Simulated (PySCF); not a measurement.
# H7PSi2 ((SiH3)2PH): the cost of one run

The runs use PySCF 2.14.0, with density-fitted response routines of our own; the level of theory stands in each step. All values are computed, except where a source is named. Atoms count from 0, in the outputs and in this text.

## Step 1: The starting structure

10 atoms, charge 0, multiplicity 1; geometry from: GFN2-xTB. The atoms were then displaced at random by about 0.01 Å, so the start is not that level's minimum.

Bonds of the start (Å): Si0–P1 2.22, P1–Si2 2.22, Si0–H3 1.45, Si0–H4 1.49, Si0–H5 1.44, P1–H6 1.38, Si2–H7 1.46, Si2–H8 1.48, Si2–H9 1.48.

## Step 2: Optimising the geometry at PBE0-D3(BJ)/def2-TZVP

The job: settings as JSON, then the geometry in Å.

```
{"job": {"xc": "PBE0", "basis": "def2-TZVP", "d3": "d3bj", "grid": 2, "shake": 0.01, "kind": "geom"}, "charge": 0, "multiplicity": 1}
Si    -1.728300    -0.092440    -0.074630
P      0.062840     1.115050    -0.588470
Si     1.711450    -0.271200    -0.071450
H     -1.908350    -1.022240    -1.169090
H     -2.864070     0.871500    -0.012290
H     -1.640770    -0.783240     1.190520
H      0.115500     1.824590     0.597250
H      1.839410    -1.235650    -1.154700
H      1.522060    -0.968630     1.224980
H      2.940650     0.541340     0.036840
```

Launch:

```
> OMP_NUM_THREADS=1 python probes_run.py task.json out
```

One launch serves the whole session: the jobs run in the order shown.

Q: Estimate the wall time and peak memory of this first job on 1 thread of Arm Neoverse V1, shared host.

About 38 s, with a peak of 0.64 GiB.
